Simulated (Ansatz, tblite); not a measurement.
Isomers of SiS₂ (singlet), found by a short tight-binding search and relaxed with B3LYP-D4/def2-TZVP in Ansatz.

The xTB rows come from tblite. Correlated methods freeze 15 core orbitals.

Other spin states were run for one of them alone.

A:

Cartesian coordinates in Å:
```
Si -0.706 0.554 0.826
S 0.201 0.553 -1.099
S 0.505 -1.107 0.272
```

B:

Cartesian coordinates in Å:
```
Si 0.0000 0.0000 0.0000
S 0.1998 1.3445 -1.3636
S -0.1997 -1.3445 1.3636
```

Task: Estimate which lies lowest at each level, and how far above it the others are (eV).

Result: 
```
                level     A     B
             GFN1-xTB  2.17  0.00
             GFN2-xTB  1.38  0.00
        HF/def2-TZVPP  0.97  0.00
LDA (SPW92)/def2-TZVP  0.68  0.00
     PBE-D4/def2-TZVP  0.72  0.00
  r2SCAN-D4/def2-TZVP  0.94  0.00
 r2SCANh-D4/def2-TZVP  0.93  0.00
    PBE0-D4/def2-TZVP  0.75  0.00
       MP2/def2-TZVPP  0.96  0.00
      CCSD/def2-TZVPP  0.84  0.00
   CCSD(T)/def2-TZVPP  0.84  0.00
```
Point groups (tolerance 0.1 Å): A C2v, B D∞h. Lower isomers may exist.
